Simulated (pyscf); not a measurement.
O=W(=O)(F)–F + water (H₂O) -> O=W(OH)(OH)(F)–F (addition across a multiple bond or ene-type step; singlet surface; H–O broken, H–O, O–W formed). Optimised with ωB97X-D3(BJ)/def2-SVP in PySCF. Energies in eV from the separated reactants.

```tsv
level	barrier	reaction energy
ωB97X-D3(BJ)/def2-TZVP	0.27	-0.91
r²SCAN/def2-TZVP	0.18	-0.92
B3LYP-D3(BJ)/def2-TZVP	0.33	-0.82
PBE0-D3(BJ)/def2-TZVP	0.25	-0.85
M06-2X/def2-TZVP	0.25	-0.92
ωB97M-D3(BJ)/def2-TZVP	0.36	-0.81
```

The functionals in the table span 0.18 eV in this barrier, from r²SCAN to ωB97M-D3(BJ)/def2-TZVP. On the reactant side the descent ends in an adduct with a O–W contact (not fully relaxed), 0.75 eV under the separated species and 1.03 eV under the saddle at ωB97X-D3(BJ)/def2-TZVP. What is counted as formed (O–W) is already present as a longer contact in the reactant adduct; forming that adduct is a step of its own. One saddle was located; it need not be the lowest between these sides. Elements past Kr carry the def2 core potentials, without spin-orbit coupling.
